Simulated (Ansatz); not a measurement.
Reading a saddle point

A first-order saddle point of NH$_{4}$S, doublet, PBE0-D4/def2-TZVP, with one imaginary mode of 319i cm⁻¹:

```xyz
6
angstrom
H 0.4754 -0.2058 -0.4631
S 1.7140 -0.2273 0.2089
N -1.0452 0.2946 -0.5652
H 1.3196 -1.2191 1.0225
H -0.9771 1.3163 -0.5271
H -1.4868 0.0414 0.3241
```

Ansatz 0.2.0; basis: def2-TZVPP and def2-QZVPP; cores frozen in the correlated methods; orbitals are unrestricted. Extrapolation: Hartree–Fock as exp(−7.88 √X), correlation as X^−2.97.

Q: Which contacts change along the imaginary mode, and what lies on either side? (Judge from chemistry; the calculation decides.)

A: By the calculation: The step is H₂S + NH₂ → NH₃ + HS, with the molecules in contact on both sides. Shortening one way: H1–N3; lengthening the same way: H1–S2.
```csv
pair,one side (Å),saddle (Å),other side (Å)
H1–N3,2.21,1.60,1.01
H1–S2,1.35,1.41,2.65
```

Q: Which side is lower, and how far does the saddle lie above each? (An estimate is asked for; the value comes from the calculation.)

A: The calculation gives: The side with H1–N3 short is lower by 0.752 eV; the saddle lies 0.910 eV above it and 0.158 eV above the other (CCSD(T) at an estimated basis limit (MP2 extrapolated from triple and quadruple zeta, plus CCSD(T) − MP2 in triple zeta); electronic energies).

No T1 diagnostic of these runs exceeds 0.018. ⟨S²⟩ of the unrestricted Hartree–Fock references: 0.76 to 0.77 (a pure state has 0.75).

For scale, one of the runs: CCSD(T)/def2-TZVPP, 129 basis functions (an equivalent command: `ansatz run in.yaml --threads 2`). Hardware: 2 CPU threads, shared host. Wall time 15 s; peak host memory 1.4 GiB.
